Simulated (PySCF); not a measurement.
# MgH with other numerical set-ups

Which parts of the numerical set-up matter for MgH? Each run edits the base script.

Program: PySCF 2.14.0. Level of theory: each script names its method and basis. These are calculated values, not measurements.

1 further run of the same task is left out (it didn't finish).

## (1) Starting geometry

MgH: 2 atoms, charge 0, spin multiplicity 2.

Bond lengths: Mg1–H2 1.675 Å.

## (2) Base script

Contents of input.py:

```python
from pyscf import gto, scf, cc

mol = gto.M(
    atom='Mg 0 0 0; H 0 0 1.675',
    basis='def2-svp',
    charge=0,
    spin=1,
    verbose=4,
)
mf = scf.UHF(mol)
mf.kernel()
mycc = cc.CCSD(mf, frozen=1)
mycc.kernel()
mycc.ccsd_t()
mf.dip_moment()
print('orbital energies (hartree):', [e[max(0, n-3):n+3].round(4) for e, n in zip(mf.mo_energy, mol.nelec)])
```

Command:

```console
$ OMP_NUM_THREADS=1 python input.py
```

Its log is not repeated here.

In short: E(SCF) = -200.075945 Eh, 9 cycles, E(CCSD) − E(SCF) = -0.04006 Eh, (T) = -0.00057 Eh, ⟨S²⟩ = 0.758, μ = 1.28 D (of the SCF density).

The bond length is a typed value, not an optimised one.

## (3) Jorge-tzp-dkh (X2C on)

Edit 1 changes basis set: def2-svp → jorge-tzp-dkh; spin-free X2C: off → on.

Contents of input.py:

```python
from pyscf import gto, scf, cc

mol = gto.M(
    atom='Mg 0 0 0; H 0 0 1.675',
    basis='jorge-tzp-dkh',
    charge=0,
    spin=1,
    verbose=4,
)
mf = scf.UHF(mol)
mf = mf.sfx2c1e()
mf.kernel()
mycc = cc.CCSD(mf, frozen=1)
mycc.kernel()
mycc.ccsd_t()
mf.dip_moment()
print('orbital energies (hartree):', [e[max(0, n-3):n+3].round(4) for e, n in zip(mf.mo_energy, mol.nelec)])
```

Command:

```console
$ OMP_NUM_THREADS=1 python input.py
```

## (4) Cartesian functions on

Edit 2 changes Cartesian functions: off → on.

input.py, as its differences from that of step 2:

```diff
@@ -7,2 +7,3 @@
     spin=1,
+    cart=True,
     verbose=4,
```

## (5) Cc-pvdz-dk (X2C on)

Edit 3 changes basis set: def2-svp → cc-pvdz-dk; spin-free X2C: off → on.

input.py, as its differences from that of step 2:

```diff
@@ -4,3 +4,3 @@
     atom='Mg 0 0 0; H 0 0 1.675',
-    basis='def2-svp',
+    basis='cc-pvdz-dk',
     charge=0,
@@ -10,2 +10,3 @@
 mf = scf.UHF(mol)
+mf = mf.sfx2c1e()
 mf.kernel()
```

## (6) Def2-tzvp

Edit 4 changes basis set: def2-svp → def2-tzvp.

input.py, as its differences from that of step 2:

```diff
@@ -4,3 +4,3 @@
     atom='Mg 0 0 0; H 0 0 1.675',
-    basis='def2-svp',
+    basis='def2-tzvp',
     charge=0,
```

## (7) Def2-tzvpp

Edit 5 changes basis set: def2-svp → def2-tzvpp.

input.py, as its differences from that of step 2:

```diff
@@ -4,3 +4,3 @@
     atom='Mg 0 0 0; H 0 0 1.675',
-    basis='def2-svp',
+    basis='def2-tzvpp',
     charge=0,
```

Before running it: what results should come out? Wanted: for each run, E(SCF); from base; gap, α spin; SCF dipole; after the SCF.

The runs gave:

| run | E(SCF) (hartree) | from base (eV) | cycles | gap, α spin (eV) | SCF dipole (D) | functions | after the SCF |
| --- | --- | --- | --- | --- | --- | --- | --- |
| base | -200.075945 | 0 | 9 | 8.05 | 1.28 | 23 | CCSD(T) correlation -1.106 eV, core frozen |
| jorge-tzp-dkh (X2C on) | -200.458020 | not comparable | 10 | 7.67 | 1.30 | 54 | CCSD(T) correlation -2.744 eV, core frozen |
| Cartesian functions on | -200.076981 | -0.0282 | 9 | 8.04 | 1.29 | 24 | CCSD(T) correlation -1.174 eV, core frozen |
| cc-pvdz-dk (X2C on) | -200.453924 | not comparable | 9 | 7.90 | 1.22 | 23 | CCSD(T) correlation -1.070 eV, core frozen |
| def2-tzvp | -200.148445 | -1.9728 | 10 | 8.07 | 1.26 | 38 | CCSD(T) correlation -5.545 eV, core frozen |
| def2-tzvpp | -200.148644 | -1.9782 | 10 | 8.07 | 1.26 | 46 | CCSD(T) correlation -5.669 eV, core frozen |

In words: Of the runs whose energies can be compared, “def2-tzvpp” moves the SCF energy most (-1.978 eV). def2-tzvp (38 functions) gives an energy 1.97 eV lower than def2-svp (23). def2-tzvpp (46 functions) gives an energy 1.98 eV lower than def2-svp (23). The dearest run is “jorge-tzp-dkh (X2C on)”, at 9.4 s against 1.5 s.
